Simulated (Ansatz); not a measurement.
# BH₅Si, SMILES B[SiH3]: a nudged elastic band for an internal rotation

Program: the Python package of Ansatz (0.2.0).

Contents of `bh5si.xyz`:
```text
7

B    -0.02820   -1.18070    0.20880
Si    0.03620    0.76760   -0.14220
H    -1.16610   -1.65330    0.27630
H     0.98310   -1.76580    0.30610
H    -0.62210    1.07520   -1.43320
H    -0.62200    1.51780    0.94790
H     1.48030    1.17120   -0.20950
```

Interactive session:
```pycon
>>> import ansatz as az
>>> import numpy as np
>>> system = az.Crystal.molecule_from_extxyz("bh5si.xyz")
>>> setup = system.calculation()
>>> setup = setup.basis(gaussian="def2-SVP")
>>> setup = setup.functional("pbe")
>>> symbols = [site.symbol for site in system.cartesian_sites]
>>> start = np.array([site.position_ang for site in system.cartesian_sites], dtype=float)
>>> rep = setup.relax(force_tolerance=0.005, max_steps=100).run(threads=1, backend="cpu").report

>>> end = np.array(rep["positions_ang"])
>>> # the end point is the same minimum with the three like atoms permuted
>>> first, second, third = [4, 5, 6]
>>> turned = end.copy()
>>> turned[[first, second, third]] = end[[second, third, first]]
>>> listed = lambda xyz: [{"symbol": s, "position_ang": p.tolist()} for s, p in zip(symbols, xyz)]
>>> deck = setup.input().to_dict()
>>> deck["crystal"]["atoms"] = listed(end)
>>> deck["neb"] = {"final_atoms": listed(turned), "images": 5, "initial_path": "idpp", "f_tol": 0.03, "max_iterations": 40}
>>> rounds = []
>>> band = az.Session.from_dict(deck).plan().execute(on_event=lambda e: rounds.append(e["data"]) if e["event"] == "neb_iteration" else None)
>>> for each in rounds:
...     print(f"round {each['iteration']:2d}  largest band force {each['band_force_max_ev_ang']:.4f} eV/A")
...
round  1  largest band force 0.2973 eV/A
round  2  largest band force 0.1608 eV/A
round  3  largest band force 0.8642 eV/A
round  4  largest band force 0.0916 eV/A
round  5  largest band force 0.0636 eV/A
round  6  largest band force 0.0182 eV/A
>>> images = rounds[-1]["images"]
>>> for image in images:
...     print(f"s = {image['path_coordinate_ang']:6.3f} A   {(image['lagrangian_ev'] - images[0]['lagrangian_ev']):8.3f} eV")
...
s =  0.000 A      0.000 eV
s =  0.457 A     -0.003 eV
s =  0.913 A     -0.002 eV
s =  1.370 A      0.000 eV
s =  1.824 A     -0.003 eV
s =  2.278 A     -0.003 eV
s =  2.732 A      0.000 eV
```

The energies are electronic: no zero-point or thermal terms, and the basis set is short of its limit. Wall time of the script: 35 s on 1 thread of Intel(R) Xeon(R) 6975P-C (Granite Rapids) (shared host), peak memory 0.18 GiB.

(Lines on the test bed's own set-up are left out of the output.)
